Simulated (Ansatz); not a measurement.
Geometry optimisation, RKS BLYP-D4/def2-SVP in Ansatz 0.2.0.

The input (input.yaml):

```yaml
crystal:
  periodic: [false, false, false]
  atoms:
    - { symbol: Al, position_ang: [0.0, 0.0, 0.0] }
    - { symbol: O, position_ang: [1.2704, 0.0, 1.5187] }
    - { symbol: Si, position_ang: [-0.0443, -0.4067, 2.4823] }
    - { symbol: H, position_ang: [-0.9686, -1.2403, 1.7191] }
    - { symbol: H, position_ang: [0.4198, -1.1432, 3.6544] }
    - { symbol: H, position_ang: [-0.7283, 0.8095, 2.912] }
    - { symbol: H, position_ang: [1.7458, 0.0, 0.2228] }
    - { symbol: H, position_ang: [-1.351, 0.0, -0.78] }
basis:
  gaussian: { orbitals: def2-SVP }
hamiltonian:
  xc: blyp
  dispersion: d4
relax:
  f_tol: 0.15
  max_steps: 25
  restrain:
    - { distance: [1, 6], at: 2.21, k: 30.0 }
    - { distance: [0, 1], at: 1.78, k: 30.0 }
    - { distance: [0, 6], at: 1.56, k: 30.0 }
```

Command:

```bash
$ ansatz run input.yaml --threads 1 --pin off --max-ram 2048MiB --backend cpu --events-out ev --progress --plain --runs-dir out
```

**Question.** Where does it end, and by what steps?

**Answer.** The forces met the threshold. The restraints hold the end off the free minimum. After 9 steps the energy has fallen by 4.166 eV (the restraints' own energy left out); H4 moved furthest, 1.02 Å. Parted: Al1–Si3 (2.52 → 3.30 Å).

| step | energy less start (eV) | largest force component (eV/Å) | accepted |
| --- | --- | --- | --- |
| 0 | 0.0000 | 3.182 | yes |
| 1 | -1.1272 | 2.752 | yes |
| 2 | -1.9499 | 2.568 | yes |
| 3 | -2.8821 | 1.645 | yes |
| 4 | -3.7372 | 1.480 | yes |
| 5 | -3.9183 | 1.443 | yes |
| 6 | -4.0395 | 1.409 | yes |
| 7 | -4.0480 | 1.344 | yes |
| 8 | -4.1555 | 1.355 | yes |
| 9 | -4.1661 | 1.316 | yes |

```xyz
8
Properties=species:S:1:pos:R:3
Al 0.443 0.083 -0.396
O 0.497 -0.173 1.327
Si -0.267 -0.482 2.782
H -1.450 -1.397 2.603
H 0.698 -1.136 3.725
H -0.757 0.795 3.407
H 1.984 0.204 -0.346
H -0.805 0.125 -1.373
```

Run time: 23 s on 1 thread of Arm Neoverse V1, on a shared host, peak memory 0.13 GiB.
